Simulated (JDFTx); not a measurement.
Part of a log of JDFTx (a modified build) for hydrogen cyanide, CHN (SMILES C#N), charge 0, multiplicity 1 (PBE, GBRV ultrasoft potentials, plane waves to 20/100 Ha):

```
unit cell volume = 3824.41
Chosen fftbox size, S = [  84  70  64  ]
unit cell volume = 3824.41
Chosen fftbox size, S = [  80  60  60  ]
  'C' pseudopotential, 'SLA  PW   PBE  PBE' functional
  4 valence electrons, 2 orbitals, 4 projectors, 721 radial grid points, with lMax = 1
  'N' pseudopotential, 'SLA  PW   PBE  PBE' functional
  5 valence electrons, 2 orbitals, 4 projectors, 729 radial grid points, with lMax = 1
  'H' pseudopotential, 'SLA  PW   PBX  PBC' functional
  1 valence electrons, 1 orbitals, 2 projectors, 615 radial grid points, with lMax = 0
Initialized 3 species with 3 total atoms.
Folded 1 k-points by 1x1x1 to 1 k-points.
nElectrons:  10.000000   nBands: 8   nStates: 1
average nbasis = 16345.000 , ideal nbasis = 16338.161
Correction to mu due to finite nuclear width = -0.00259439
   Cavity determined by nc: 0.00142 and sigma: 0.707107
   Nonlocal vdW cavity from gaussian model electron density with norm = 8 and sigma = 0.993594 bohr
   Charge asymmetry in cavity with sensitivity pCavity = 36.5 e-bohr/Eh
   Electrostatic cavity expanded by eta = 1.46 bohrs
   Weighted density cavitation model constrained by Nbulk: 0.0049383 bohr^-3, Pvap: 3.14029 kPa, Rvdw: 2.61727 bohr and sigmaBulk: 4.62e-05 Eh/bohr^2 at T: 298 K.
   Weighted density dispersion model using vdW pair potentials with single solvent site with sqrtC6eff: 0.77 SI.
[...]
Will mix electronic density at each iteration.
	Linear fluid (dielectric constant: 78.4, screening length: 4.0613 Bohr) occupying 0.789443 of unit cell:	Completed after 15 iterations
[... later lines of the fluid solver are left out ...]
SCF: Cycle:  0   Etot: -16.232651537598446   dEtot: +1.429e-03   |Residual|: 5.525e-02   |deigs|: 4.181e-03
[... lines cut ...]
SCF: Cycle: 11   Etot: -16.237773260072814   dEtot: -3.848e-08   |Residual|: 2.740e-05   |deigs|: 5.006e-05
SCF: Cycle: 12   Etot: -16.237773267636260   dEtot: -7.563e-09   |Residual|: 1.258e-05   |deigs|: 2.185e-05
SCF: Cycle: 13   Etot: -16.237773270358989   dEtot: -2.723e-09   |Residual|: 5.714e-06   |deigs|: 1.694e-06
SCF: Converged (|Delta E|<1.000000e-08 for 2 iters).
Converging empty states (this may take a while): |deigs|: 1.713e-04

# Energy components:
   A_diel =       -0.0149454044421496
   Eewald =        3.6674279496463060
       EH =       16.5900339358462716
     Eloc =      -43.2670357522383711
      Enl =        2.4441638123246143
      Exc =       -4.7399970628093628
 Exc_core =        0.1222979536087155
       KE =        8.9602812977049844
-------------------------------------
     Etot =      -16.2377732703589892


	eMin: -0.851298 at state 0 ( [ +0.000000 +0.000000 +0.000000 ] spin 0 )
	HOMO: -0.333973 at state 0 ( [ +0.000000 +0.000000 +0.000000 ] spin 0 )
```

Task: Which solvation model was used?
A) SCCS (g09 parameters)
B) CANDLE
C) linear PCM without cavity terms (LA12)
D) SCCS (cation parameters)

Result: B, CANDLE. The liquid was water (dielectric constant 78.4), 2 M NaF.
